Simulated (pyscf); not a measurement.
# Insertion: `[O]=[Sn]` [singlet] + `[H][H]` → `[O]=[SnH2]`

Gas phase, singlet surface, charge 0. Bonds broken: H3–H4. Bonds formed: Sn1–H3, Sn1–H4. Single points on ωB97X-D3(BJ)/def2-SVP structures (PySCF, gas phase).

Transition state (Å):

```xyz
4

Sn     0.7628     0.6407     0.1486
O      1.6026     1.0277    -1.4369
H     -0.5238     0.1375     1.1036
H     -1.0709     0.0427    -0.2795
```

One imaginary mode, 1700i cm⁻¹; descent along it reached the two sides named.

| bond | change | reactant side (Å) | saddle | product side |
|---|---|---|---|---|
| H3–H4 | breaks | 0.764 | 1.490 | 2.8 |
| Sn1–H3 | forms | 4.9 | 1.679 | 1.713 |
| Sn1–H4 | forms | 4.1 | 1.976 | 1.713 |

Electronic energies relative to the separated reactants (kJ/mol):

| level | barrier | reaction energy | reverse barrier |
|---|---|---|---|
| ωB97X-D3(BJ)/def2-TZVP | 347.4 | +92.4 | 254.9 |
| PBE/def2-TZVP | 309.9 | +110.2 | 199.8 |
| r²SCAN/def2-TZVP | 316.9 | +102.9 | 214.0 |
| B3LYP-D3(BJ)/def2-TZVP | 338.8 | +116.5 | 222.2 |
| PBE0-D3(BJ)/def2-TZVP | 322.0 | +95.2 | 226.8 |
| M06-2X/def2-TZVP | 346.9 | +100.1 | 246.8 |
| ωB97M-D3(BJ)/def2-TZVP | 350.8 | +105.4 | 245.4 |
| HF/def2-TZVP | 392.9 | +92.6 | 300.3 |

With ωB97M-D3(BJ)/def2-TZVP energies and thermal terms (ideal gas, 1 atm, RRHO with modes under 100 cm⁻¹ raised to 100, one conformer, R ln 2 for chiral ones without a mode under 150 cm⁻¹), in kJ/mol:

| T (K) | ΔH‡ | ΔG‡ | ΔH | ΔG |
|---|---|---|---|---|
| 298 | 343.6 | 372.9 | +106.4 | +137.0 |
| 600 | 341.1 | 403.7 | +105.0 | +168.8 |
| 900 | 340.6 | 435.2 | +106.0 | +200.6 |
| 1200 | 341.0 | 466.8 | +108.2 | +231.8 |

The same reactants have a lower exit, to HO–SnH: [singlet] (barrier +103.4 kJ/mol at ωB97M-D3(BJ)/def2-TZVP, against +350.8 kJ/mol here). O=SnH₂ lies 226.2 kJ/mol over its isomer HO–SnH: [singlet] (electronic energy, ωB97M-D3(BJ)/def2-TZVP). One saddle was located; it need not be the lowest between these sides. Elements past Kr carry the def2 core potentials, without spin-orbit coupling.
